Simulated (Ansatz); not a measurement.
C4H7F can be A, `FC1CCC1`, or B, `CC1(F)CC1`.

Isolated molecules relaxed with PBE0-D4/def2-TZVP in Ansatz; ΔE leaves out vibrations. CCSD(T)/CBS adds triple-zeta CCSD(T) − MP2 to the extrapolated MP2 energy (def2 sets, frozen cores). Functionals use def2-TZVPP. B3LYP here is the variant with VWN-RPA as its local correlation; programs differ in this.

A:

```xyz
12

F     0.371   -0.621    2.123
C     0.049   -0.673    0.787
C    -0.995    0.318    0.282
C    -0.147    0.437   -1.002
C     1.060   -0.091   -0.197
H    -0.212   -1.710    0.552
H    -2.032   -0.010    0.208
H    -0.944    1.236    0.871
H    -0.466   -0.272   -1.767
H    -0.056    1.424   -1.455
H     1.603    0.729    0.277
H     1.768   -0.767   -0.678
```

B:

Z-matrix (Å, degrees):
```
C
C 1 1.492
H 1 1.092 2 110.5
H 1 1.092 2 110.5 3 120.3
H 1 1.091 2 110.3 3 -119.9
F 2 1.376 1 111.4 3 -60.1
C 2 1.485 1 122.8 3 157.2
C 2 1.485 1 122.8 3 82.5
H 7 1.082 2 116.7 1 140.7
H 7 1.083 2 118.4 1 -3.8
H 8 1.083 2 118.4 1 3.8
H 8 1.082 2 116.7 1 -140.7
```

Which isomer does CCSD(T)/CBS put lower? Give the gap. (An estimate is asked.)

The calculation gave: A, by 12.6 kJ/mol.

Give E(B) − E(A) in kJ/mol with B2PLYP, LDA (SPW92), PBE0-D4, BLYP-D4, B3LYP, MP2/def2-TZVPP, r2SCAN-D4. (Best estimate.)

Computed: B2PLYP 7.8, LDA (SPW92) 7.7, PBE0-D4 9.4, BLYP-D4 5.1, B3LYP 5.2, MP2/def2-TZVPP 10.6, r2SCAN-D4 2.4. None reverses the order clearly.

Does the order hold for the free energy at 298.15 K (harmonic terms from PBE0-D4)? (An estimate is asked.)

Computed: Yes: G(B) − G(A) = +6.4 kJ/mol.

Largest T1 diagnostic: 0.010.

At CCSD(T), def2-SVP lies −4.4 kJ/mol from the extrapolated value and def2-TZVPP +0.5 kJ/mol. From BLYP to BHLYP (50 % exact exchange), in def2-TZVPP and without D4, E(B) − E(A) moves by +3.9 kJ/mol.
